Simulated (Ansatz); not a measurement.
# C2H4FNS: ranking of conformers from a Python script

Aim: a ranking of conformers, for C2H4FNS, run from a script. SMILES: NC(F)C=S.

Computed with Ansatz 0.2.0 through its Python package. Level of theory: r2SCAN+D4/6-31G*.

### 1 Starting point

The script builds its own geometries from the SMILES NC(F)C=S.

The script holds or builds the structure itself.

### 2 Script

conformers_c2h4fns.py reads:

```python
# -*- coding: utf-8 -*-
"""Conformer energies of C2H4FNS."""

import ansatz as az
from rdkit import Chem
from rdkit.Chem import AllChem


def main():
    rd = Chem.AddHs(Chem.MolFromSmiles("NC(F)C=S"))
    ids = list(AllChem.EmbedMultipleConfs(rd, numConfs=20, randomSeed=422, pruneRmsThresh=0.4))
    field = [energy for _, energy in AllChem.MMFFOptimizeMoleculeConfs(rd)]
    distinct = {round(e, 2): i for i, e in zip(ids, field)}
    chosen = sorted(distinct.items())[:4]
    found = []
    for force_field, index in chosen:
        geometry = az.Crystal.molecule()
        for atom, xyz in zip(rd.GetAtoms(), rd.GetConformer(index).GetPositions()):
            geometry = geometry.atom(atom.GetSymbol(), xyz.round(5).tolist())
        job = geometry.calculation()
        job = job.basis(gaussian="6-31G*").functional("r2scan", dispersion="d4")
        found.append(job.run(threads=1).report["free_energy_ev"])
    print("conformer   MMFF (kcal/mol)   this level (kJ/mol)")
    for (force_field, index), e in zip(chosen, found):
        print(f"{index:9d} {force_field - chosen[0][0]:17.2f} {96.485332 * (e - min(found)):17.3f}")


if __name__ == "__main__":
    main()
```

### 3 The calls as engine input

The package turns the script's settings into the engine's input (first run):

```yaml
crystal:
  periodic: [false, false, false]
  atoms:
    - { symbol: "N", position_ang: [-1.11997, -0.32234, -0.51919] }
    - { symbol: C, position_ang: [-0.12457, 0.37976, 0.27591] }
    - { symbol: F, position_ang: [-0.31814, 1.70474, 0.05305] }
    - { symbol: C, position_ang: [1.24721, -0.04805, -0.18967] }
    - { symbol: S, position_ang: [2.25477, -1.00712, 0.7491] }
    - { symbol: H, position_ang: [-1.17365, -1.28745, -0.1985] }
    - { symbol: H, position_ang: [-2.02201, 0.10249, -0.31264] }
    - { symbol: H, position_ang: [-0.27904, 0.19211, 1.3427] }
    - { symbol: H, position_ang: [1.5354, 0.28585, -1.20077] }
basis:
  gaussian:
    orbitals: "6-31G*"
hamiltonian:
  xc: r2scan
  dispersion: d4
```

### 4 Running it

Started as:

```sh
$ python conformers_c2h4fns.py
```

**Question.** What results will this script give? Wanted: lowest; next above it by.

**Answer**, as computed:

| quantity | value |
| --- | --- |
| runs compared | 4 |
| lowest | run 2 |
| next above it by | 0.124 eV |

In words: The structures are force-field minima, not relaxed at this level. Of those tried, run 2 is lowest; run 3 lies 0.124 eV above it. The conformers keep their force-field geometries.
